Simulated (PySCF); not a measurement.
# A diatomic session: NaAl+

What are the lowest state that PBE0 finds, the bond length, vibrational wavenumber and bond energy of NaAl+, and how much do these hang on the method?

The runs use PySCF 2.14.0; Na def2-SVPD, Al def2-SVPD, no relativity.

**1. Input**

Settings of the job:

```json
{"atoms": "Na, Al", "charge": "1", "basis": "Na def2-SVPD, Al def2-SVPD", "Hamiltonian": "no relativity", "basis functions": "42", "electrons treated": "23", "masses in u": "22.9898, 26.9815", "levels": "PBE0, PBE, r²SCAN, B97-3, LDA, B2PLYP, HSE06, HF, MP2, SCS-MP2, CCSD, CCSD(T)", "grid": "80 radial by 434 angular points", "occupations": "held fixed by the projection of orbital angular momentum", "dissociation limit": "Na+ + Al, each in its ground configuration", "starting distance in angstrom": "2.870", "values of 2S to try": "1, 3"}
```

Launch:

```console
> OMP_NUM_THREADS=1 python dia.py task.json out
```

After this run come: PBE0 along the bond; Higher solutions at PBE0; PBE; r²SCAN; B97-3; LDA (local density); B2PLYP (double hybrid); HSE06 (range-separated hybrid); UHF; Adding correlation.

Q: Predict the outcome of this session. Wanted: for each run, Re; ωe; De; μ.

**Answer**, as computed:

Lowest PBE0 solution found, without spin–orbit coupling: ²Σ⁺ (doublet), unpaired electrons σ ↑. State 2 has its PBE0 minimum 0.84 eV higher. State 3 has its PBE0 minimum 3.78 eV higher. The other levels ran on the lowest alone.

```csv
level,Re (Å),ωe (cm⁻¹),De (eV),μ (D)
UHF,3.484,128.8,0.83,-4.77
UHF-MP2,3.476,127.2,0.81,n/a
UHF-SCS-MP2,3.477,127.2,0.81,n/a
UHF-CCSD,3.474,127.8,0.79,n/a
UHF-CCSD(T),3.472,127.9,0.79,n/a
LDA,3.390,124.7,1.08,-3.36
PBE,3.445,121.2,1.03,-3.52
r²SCAN,3.441,127.2,0.89,-4.32
PBE0,3.414,128.4,0.97,-3.92
B97-3,3.400,133.1,0.88,-4.36
HSE06,3.418,127.1,0.97,-3.89
B2PLYP,3.420,128.9,0.94,-4.06
```

De is counted to Na+ + Al in their ground configurations. A positive dipole points from Na to Al; in an ion it is taken about the centre of mass and does not tell which atom is negative.

In words: The methods spread over 0.094 Å in bond length, from LDA to UHF. CCSD(T) can't serve as the judge here: for a weak bond in this basis it is far from its limit. Among the levels with a De in the table, it runs from 0.79 eV (UHF-CCSD(T)) to 1.08 eV (LDA).

Correlated steps freeze 6 core orbitals. B2PLYP dipoles, levels and charges come from its SCF part alone.
